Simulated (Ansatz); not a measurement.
Geometry optimisation, UKS PBE/cc-pVDZ (Ansatz).

The input (input.yaml):

```yaml
crystal:
  periodic: [false, false, false]
  atoms:
    - { symbol: Al, position_ang: [0.0, 0.0, -0.362796] }
    - { symbol: F, position_ang: [0.0, 0.0, 2.515488] }
    - { symbol: H, position_ang: [1.427626, 0.0, -1.131096] }
    - { symbol: H, position_ang: [-1.427626, 0.0, -1.131096] }
    - { symbol: F, position_ang: [0.0, 0.0, 3.8695] }
magnetization:
  spin_polarized: true
  initial_magnetization: 1
basis:
  gaussian: { orbitals: cc-pVDZ }
hamiltonian:
  xc: pbe
relax:
  f_tol: 0.03
  max_steps: 50
output:
  orbitals: {}
```

Command:

```bash
$ ansatz run input.yaml --threads 1 --pin off --max-ram 2048MiB --backend cpu --events-out ev --progress --plain --runs-dir out
```

Problem. Where does it end, and by what steps?

Solution. It converged. After 7 steps the energy has fallen by 4.268 eV; F2 moved furthest, 0.89 Å. Joined: Al1–F2 (2.88 → 1.72 Å).

```tsv
step	energy less start (eV)	largest force component (eV/Å)	accepted
0	0.0000	6.772	yes
1	-0.7619	6.483	yes
2	-1.8056	7.436	yes
3	-3.3736	5.265	yes
4	-4.0814	2.050	yes
5	-4.2194	0.455	yes
6	-4.2639	0.414	yes
7	-4.2677	0.011	yes
```

```xyz
5
Properties=species:S:1:pos:R:3
Al 0.000 0.000 -0.090
F 0.000 0.000 1.630
H 1.443 0.000 -0.769
H -1.443 0.000 -0.769
F 0.000 0.000 3.757
```

The run took 28 s on 1 thread of Arm Neoverse V2, on a shared host, peak memory 0.13 GiB.
